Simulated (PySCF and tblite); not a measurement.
C₂H₄F₂, numbered as in [F:1][CH2:2][CH2:3][F:4]: conformational analysis

Level: PBE0-D3(BJ)/def2-TZVP//PBE0-D3(BJ)/def2-SVP, thermal terms from GFN2-xTB, symmetry numbers and mirror pairs counted. Conformers within 4 kcal/mol (GFN2-xTB free energy) were kept, 7 at most. GIAO shieldings: PBE0/pcSseg-2. Couplings: B3LYP/pcSseg-1 with pcJ-1 on H, F (gas phase; spin-dipole term only for pairs with B, N, F, Si or P). Couplings are for ¹⁹F, ¹H; a prime marks the second kind of pair between the same two sets of atoms. Shifts are against TMS (¹H), TMS (¹³C), CFCl3 (¹⁹F) at the same level. (PySCF 2.14, tblite 0.8.)

Torsions listed: F1–C2–C3–F4. Of a mirror pair one member is shown.

```tsv
conformer	shape	symmetry	E(GFN2) kcal/mol	E(DFT) kcal/mol	G(298.15 K) kcal/mol	weight %	dipole D
1	71°	C2 (pair)	1.38	0.00	0.00	92.8	2.53
2	180°	C2h	0.00	1.11	1.51	7.2	0.00
```

Weights (%) against temperature:

| T (K) | 1 | 2 | S(mix) cal/mol/K |
| --- | --- | --- | --- |
| 250 | 94.9 | 5.1 | 1.71 |
| 273.15 | 93.9 | 6.1 | 1.75 |
| 298.15 | 92.8 | 7.2 | 1.79 |
| 323.15 | 91.7 | 8.3 | 1.83 |
| 373.15 | 89.8 | 10.2 | 1.89 |

Averaged shifts at 298.15 K. ¹H: 4.45 (H2/H3, 4H) ppm. ¹³C: 86.5 (C2/C3) ppm. ¹⁹F: -245.6 (F1/F4) ppm.

Averaged couplings (Hz): ²J(F1,H2) 55.1, ³J(F1,H3) 30.4, ²J(H2,H2) -12.8, ³J(H2,H3) 6.1, ³J(H2,H3′) 1.9. Computed couplings to fluorine can be off by tens of per cent at such levels.

Coordinates of conformer 1 (Å):

```xyz
8

F    -1.209   -1.012    0.766
C    -0.742   -0.061   -0.098
C     0.734    0.148    0.075
F     1.443   -0.924   -0.395
H    -0.954   -0.380   -1.133
H    -1.269    0.891    0.093
H     0.967    0.292    1.144
H     1.040    1.054   -0.478
```

Unscaled ¹⁹F shifts at such levels can be off by tens of ppm; differences between conformers or isomers are more reliable. Shifts are unscaled: against experiment ¹³C can be off by 15 ppm or more and ¹H by 0.8 ppm.

Search and properties took 64 s on 1 thread of Arm Neoverse N1, on a host shared with other jobs (rough), launched as `OMP_NUM_THREADS=1 python ens_run.py task.json out`.
